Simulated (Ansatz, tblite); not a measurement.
# The cluster SiH₂O₃: which isomer is lowest

One table from this session's results is given with a row withheld; the runs are named, their logs left out.

Computed with Ansatz 0.2.0, Gaussian basis. Level: relaxed with PBE-D4/def2-TZVP, singlet.

### The starting structure

6 atoms, charge 0, spin multiplicity 1.

Atoms are counted from 1 here; the program's logs count them from 0.

Bond lengths: Si1–O2 1.601 Å, Si1–O3 1.587 Å, Si1–O4 1.507 Å, O2–H5 0.949 Å, O3–H6 0.948 Å. Angles: O2–Si1–O3 109.9°, O2–Si1–O4 127.4°, O3–Si1–O4 122.7°, Si1–O2–H5 142.4°, Si1–O3–H6 147.7°.

Geometry (Å):

```xyz
6
H2O3Si
Si   -0.06919   -0.50040    0.02560
O     1.15262    0.46238   -0.35165
O    -1.34220    0.36612    0.40750
O    -0.07825   -2.00721    0.03601
H     2.06077    0.45135   -0.62580
H    -1.72376    1.22776    0.50835
```

A search from random starts with GFN1-xTB found 9 distinct shapes; 3 go on here. The structure above is candidate A, which lies 0.00 eV above the lowest at that level; B lies 3.96 eV above the lowest at that level; C lies 4.91 eV above the lowest at that level.

The first run:

File in.yaml:

```yaml
crystal:
  periodic: [false, false, false]
  atoms:
    - {symbol: Si, position_ang: [-0.069190, -0.500400, 0.025600]}
    - {symbol: O, position_ang: [1.152620, 0.462380, -0.351650]}
    - {symbol: O, position_ang: [-1.342200, 0.366120, 0.407500]}
    - {symbol: O, position_ang: [-0.078250, -2.007210, 0.036010]}
    - {symbol: H, position_ang: [2.060770, 0.451350, -0.625800]}
    - {symbol: H, position_ang: [-1.723760, 1.227760, 0.508350]}
basis:
  gaussian: {orbitals: def2-TZVP}
hamiltonian: {xc: pbe, dispersion: d4}
scf: {lower_state_search: "off"}
output: {orbitals: {seedname: orbitals}}
relax: {f_tol: 0.02, max_steps: 100}
```

Run with:

```sh
> ansatz run in.yaml --threads 4 --pin off --events-out ev --progress --plain --max-ram 3916MiB
```

Steps of the session up to this table: Relaxing candidate A; Relaxing candidate B; Relaxing candidate C; Candidate B, PBE0-D4/def2-TZVP; Candidate B, PBE-D4/def2-TZVP; Candidate B, r2SCAN-D4/def2-TZVP; Candidate B, HSE06-D4/def2-TZVP; Candidate B, HF/def2-TZVP; Candidate B, CCSD(T)/def2-TZVPP; Candidate C, PBE0-D4/def2-TZVP; Candidate C, PBE-D4/def2-TZVP; Candidate C, r2SCAN-D4/def2-TZVP; Candidate C, HSE06-D4/def2-TZVP; Candidate C, HF/def2-TZVP; Candidate C, CCSD(T)/def2-TZVPP.

One table of the session follows, with a row left open; its other results are not shown here.

It belongs to the step «C against A». 

```
             method  C above A (kJ/mol)
           GFN1-xTB               470.6
           GFN2-xTB               414.7
       HF/def2-TZVP               524.7
      HF/def2-TZVPP               527.9
   PBE-D4/def2-TZVP               441.0
r2SCAN-D4/def2-TZVP               467.1
  PBE0-D4/def2-TZVP               470.4
 HSE06-D4/def2-TZVP               470.1
     MP2/def2-TZVPP               498.6
    CCSD/def2-TZVPP                   ?
 CCSD(T)/def2-TZVPP               474.7
```

Estimate the missing values for CCSD/def2-TZVPP.

The run gave: C above A (kJ/mol): 487.4. In the column «C above A (kJ/mol)» it lies between CCSD(T)/def2-TZVPP (474.7) and MP2/def2-TZVPP (498.6).

Limits of these values: The closed-shell reference under CCSD(T)/def2-TZVPP is unstable towards broken spin symmetry, which adds to the doubt on it. A random search of this size may have missed the true lowest shape. Only singlets are compared; another spin may lie lower and prefer another shape.
